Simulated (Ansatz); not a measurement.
# BClH2N radical: basis-set convergence

An exercise on one series of results from a longer session: the logs are not shown, and one member is left open.

The runs use Ansatz 0.2.0, Gaussian basis; one geometry, several basis sets.

Levels to be run: PBE0-D4/def2-SVP; ωB97M-V/def2-SVP; PBE0-D4/def2-QZVPP; ωB97M-V/def2-QZVPP; CCSD(T)/cc-pV(D+d)Z; CCSD(T)/cc-pV(T+d)Z; CCSD(T)/cc-pV(Q+d)Z; the functionals' def2-TZVPP values are taken from earlier runs.

**The relaxed structure**

An earlier PBE0-D4 in a triple-zeta def2 set relaxation fixed the geometry.

SMILES `N[B]Cl`, 5 atoms, charge 0, spin multiplicity 2.

Atoms are counted from 1 here; the program's logs count them from 0.

Bond lengths: N1–B2 1.376 Å, N1–H4 1.005 Å, N1–H5 1.010 Å, B2–Cl3 1.746 Å. Angles: B2–N1–H4 122.3°, B2–N1–H5 123.4°, H4–N1–H5 114.3°, N1–B2–Cl3 124.3°.

The first run:

The input, in.yaml:

```yaml
crystal:
  periodic: [false, false, false]
  atoms:
    - {symbol: N, position_ang: [-0.334040, 0.412115, -0.256741]}
    - {symbol: B, position_ang: [-0.098371, -0.544615, 0.704392]}
    - {symbol: Cl, position_ang: [1.343227, -1.526180, 0.784621]}
    - {symbol: H, position_ang: [-1.176690, 0.959925, -0.273105]}
    - {symbol: H, position_ang: [0.315774, 0.625056, -1.000568]}
basis:
  gaussian: {orbitals: def2-SVP}
magnetization: {spin_polarized: true, initial_magnetization: 1}
hamiltonian: {xc: pbe0, dispersion: d4}
output: {orbitals: {seedname: orbitals}}
```

On the command line:

```bash
$ ansatz run in.yaml --threads 2 --pin off --events-out ev --progress --plain --max-ram 32768MiB --backend cpu
```

Among the steps run: PBE0-D4 in def2-SVP; ωB97M-V in def2-SVP; PBE0-D4 in def2-QZVPP; ωB97M-V in def2-QZVPP.

One of the session's tables, all rows but one given; the rest of the session is left out.

It belongs to the step «Density functionals: the series». 

```
functional       basis  HOMO (eV)
   PBE0-D4    def2-SVP      -5.67
   PBE0-D4  def2-TZVPP          ?
   PBE0-D4  def2-QZVPP      -5.92
   ωB97M-V    def2-SVP      -7.46
   ωB97M-V  def2-TZVPP      -7.73
   ωB97M-V  def2-QZVPP      -7.77
```

Estimate the missing values for PBE0-D4, def2-TZVPP.

The run gave: HOMO (eV): -5.89. In the column «HOMO (eV)» it lies between PBE0-D4, def2-QZVPP (-5.92) and PBE0-D4, def2-SVP (-5.67).
